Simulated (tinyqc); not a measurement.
Inside a calculation. Method: Hueckel theory of the pi electrons with the omega technique, for the molecule c1ccoc1 (SMILES; centres numbered as the heavy atoms are written). Computed by tinyqc, a small Python program that keeps every step. Settings: charge = 0, omega = 1.4, damping = 0. Command: `OMP_NUM_THREADS=1 python tinyqc.py 26289 26290 out.jsonl` (the two numbers bound the seeds that draw the settings). One thread of a shared host (Intel(R) Xeon(R) Processor @ 2.60GHz), about 0.01 s of CPU time with the checks.

## The Hueckel matrix

Centres:
```
centre  z_r, pi electrons of the neutral centre         h
1C                                            1  0.000000
2C                                            1  0.000000
3C                                            1  0.000000
4O                                            2  2.000000
5C                                            1  0.000000
```

Bonds:
```
i  j         k
1  2         1
2  3         1
3  4  0.800000
4  5  0.800000
5  1         1
```

H_rr = alpha + h_r beta, H_rs = k_rs beta for bonded centres.

Hueckel matrix in units of beta (H = alpha + beta A), lower triangle:
```
          1C        2C        3C        4O        5C
1C  0.000000
2C  1.000000  0.000000
3C  0.000000  1.000000  0.000000
4O  0.000000  0.000000  0.800000  2.000000
5C  1.000000  0.000000  0.000000  0.800000  0.000000
```

## Orbitals, round 1

pi electrons, sum of z_r less the charge = 6

Diagonalise; E = alpha + x beta with beta < 0, so the largest x are filled first; degenerate levels share their electrons. P = sum n_i c_ri c_si; each orbital has its largest coefficient positive (the first on a tie).

x values: 2.633325  1.314348  0.618034  -0.947674  -1.618034

occupations: 2.000000  2.000000  2.000000  0.000000  0.000000

coefficients:
```
         MO1        MO2        MO3        MO4        MO5
1C  0.202601   0.604595  -0.371748  -0.305644   0.601501
2C  0.202601   0.604595   0.371748  -0.305644  -0.601501
3C  0.330913   0.190053   0.601501   0.595295   0.371748
4O  0.836002  -0.443498   0.000000  -0.323127   0.000000
5C  0.330913   0.190053  -0.601501   0.595295  -0.371748
```

charge and bond-order matrix P, lower triangle:
```
           1C         2C         3C        4O        5C
1C   1.089557
2C   0.536770   1.089557
3C  -0.083317   0.811110   1.014854
4O  -0.197524  -0.197524   0.384711  1.791178
5C   0.811110  -0.083317  -0.432359  0.384711  1.014854
```

## Omega technique, round 1

h_r = h_r(0) + omega q_r, omega = 1.4, with q_r = z_r - P_rr.

matrix after round 1, lower triangle:
```
           1C         2C         3C        4O         5C
1C  -0.125379
2C   1.000000  -0.125379
3C   0.000000   1.000000  -0.020796
4O   0.000000   0.000000   0.800000  2.292350
5C   1.000000   0.000000   0.000000  0.800000  -0.020796
```

## Orbitals, round 2

As before.

x values: 2.837345  1.268427  0.569290  -0.959598  -1.715465

occupations: 2.000000  2.000000  2.000000  0.000000  0.000000

coefficients:
```
         MO1        MO2        MO3        MO4        MO5
1C  0.152663   0.609842  -0.359354  -0.323709   0.608986
2C  0.152663   0.609842   0.359354  -0.323709  -0.608986
3C  0.299636   0.240160   0.608986   0.593752   0.359354
4O  0.879673  -0.375278   0.000000  -0.292134   0.000000
5C  0.299636   0.240160  -0.608986   0.593752  -0.359354
```

charge and bond-order matrix P, lower triangle:
```
           1C         2C         3C        4O        5C
1C   1.048697
2C   0.532155   1.048697
3C  -0.053278   0.822089   1.036646
4O  -0.189132  -0.189132   0.346910  1.829316
5C   0.822089  -0.053278  -0.446812  0.346910  1.036646
```

## Omega technique, round 2

As before.

matrix after round 2, lower triangle:
```
           1C         2C         3C        4O         5C
1C  -0.068175
2C   1.000000  -0.068175
3C   0.000000   1.000000  -0.051304
4O   0.000000   0.000000   0.800000  2.238958
5C   1.000000   0.000000   0.000000  0.800000  -0.051304
```

## Convergence

Each round sets h_r = h_r(0) + omega (z_r - P_rr), keeping the share named as damping of the old diagonal; repeat until output and input diagonals agree to 1e-6.

Rounds:
```
round   sum n x  largest |h(out) - h(in)|
1      9.131415                  2.92e-01
2      9.350125                  5.72e-02
3      9.311711                  3.92e-02
4      9.315674                  3.14e-02
5      9.316661                  2.60e-02
6      9.314945                  2.17e-02
7      9.316404                  1.82e-02
8      9.315092                  1.52e-02
9      9.316144                  1.27e-02
10     9.315229                  1.06e-02
11     9.315970                  8.90e-03
12     9.315333                  7.44e-03
13     9.315854                  6.23e-03
14     9.315410                  5.21e-03
15     9.315776                  4.36e-03
16     9.315465                  3.65e-03
17     9.315722                  3.05e-03
18     9.315505                  2.55e-03
19     9.315685                  2.14e-03
20     9.315534                  1.79e-03
21     9.315660                  1.49e-03
22     9.315554                  1.25e-03
23     9.315642                  1.05e-03
24     9.315568                  8.75e-04
25     9.315630                  7.32e-04
26     9.315578                  6.13e-04
27     9.315621                  5.13e-04
28     9.315585                  4.29e-04
29     9.315615                  3.59e-04
30     9.315590                  3.00e-04
31     9.315611                  2.51e-04
32     9.315593                  2.10e-04
33     9.315608                  1.76e-04
34     9.315596                  1.47e-04
35     9.315606                  1.23e-04
36     9.315598                  1.03e-04
37     9.315605                  8.62e-05
38     9.315599                  7.21e-05
39     9.315604                  6.03e-05
40     9.315600                  5.05e-05
```

Not converged within 40 rounds: the residual falls steadily but slowly, by a factor of about 0.84 a step. Reruns: damping 0.5: converged in 16; damping 0.8: not converged.
